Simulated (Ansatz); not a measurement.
The input, for Ansatz 0.2.0:

```yaml
crystal:
  periodic: [false, false, false]
  atoms:
    - {symbol: Si, position_ang: [-0.106206, 0.000000, 0.000000]}
    - {symbol: H, position_ang: [-0.601078, 1.399708, 0.000000]}
    - {symbol: H, position_ang: [-0.601078, -0.699854, 1.212183]}
    - {symbol: H, position_ang: [-0.601078, -0.699854, -1.212183]}
    - {symbol: H, position_ang: [2.008794, 0.000000, 0.000000]}
    - {symbol: H, position_ang: [2.753794, 0.000000, 0.000000]}
basis:
  gaussian: {orbitals: 6-31G}
magnetization: {spin_polarized: true, initial_magnetization: 1}
correlation: {method: ccsdt_q, electrons: all, diis_vectors: 1}
accuracy: high
scf: {lower_state_search: off}
```

```sh
$ ansatz run in.yaml --threads 1 --pin off --events-out ev --progress --plain --max-ram 2393MiB
```

(1) Roughly how long does this take on 1 thread of Arm Neoverse V1, shared host, and how much host memory?

```
these checks for a lower state are left out or cut short: stability, starts, cluster_reference, orbital_swaps, neighbouring_geometries, increment
530 factors; integrals over basis functions are off by at most 4.9e-9 eV
mean field evaluation 1: about -7936.3008 eV, gradient 6.4e0 eV
mean field evaluation 2: about -7936.3022 eV, gradient 6.4e0 eV
mean field evaluation 4: about -7936.8440 eV, gradient 5.8e-1 eV
mean field evaluation 8: about -7936.8529 eV, gradient 6.0e-3 eV
mean field -7936.85285486 eV, -291.6739626241 hartree, gradient 3.3e-8 eV, S^2 0.760714; 0 other end points of the search recorded, 0 dependent functions left out
reference -7936.85285486 eV, -291.6739626241 hartree; 10, 9 occupied and 13, 14 virtual orbitals, 530 factors
second order -1.92440907 eV of doubles, -0.00000000 eV of singles
cycle   1  -2.40376516 eV  change   -4.8e-1 eV  update   5.7e-2
cycle   2  -2.67488079 eV  change   -2.7e-1 eV  update   2.5e-2
cycle   3  -2.68918400 eV  change   -1.4e-2 eV  update   6.6e-3
cycle   4  -2.69384687 eV  change   -4.7e-3 eV  update   3.2e-3
cycle   5  -2.69179699 eV  change    2.0e-3 eV  update   1.2e-3
cycle   6  -2.69082757 eV  change    9.7e-4 eV  update   6.3e-4
...
cycle  19  -2.68993585 eV  change    4.0e-8 eV  update   1.2e-7
cycle  20  -2.68993584 eV  change    5.2e-9 eV  update   7.0e-8
cycle  21  -2.68993583 eV  change    8.3e-9 eV  update   4.1e-8
cycle  22  -2.68993582 eV  change    1.0e-8 eV  update   2.8e-8
cycle  23  -2.68993582 eV  change    3.2e-9 eV  update   1.8e-8
cycle  24  -2.68993582 eV  change   -4.5e-9 eV  update   1.4e-8
cycle  25  -2.68993582 eV  change   -1.0e-9 eV  update   8.1e-9
cycle  26  -2.68993582 eV  change    1.1e-9 eV  update   4.3e-9
cycle  27  -2.68993582 eV  change    1.2e-9 eV  update   1.5e-9
cycle  28  -2.68993582 eV  change   5.3e-10 eV  update  6.0e-10
perturbative correction -0.00084428 eV, -0.0000310267 hartree
Total energy: -7939.54363496 eV, -291.7728469690 hartree
Checks for a lower state left out: stability, starts, cluster_reference, orbital_swaps, neighbouring_geometries, increment
```

Results:

(1) 15 s wall and 0.4 GiB.
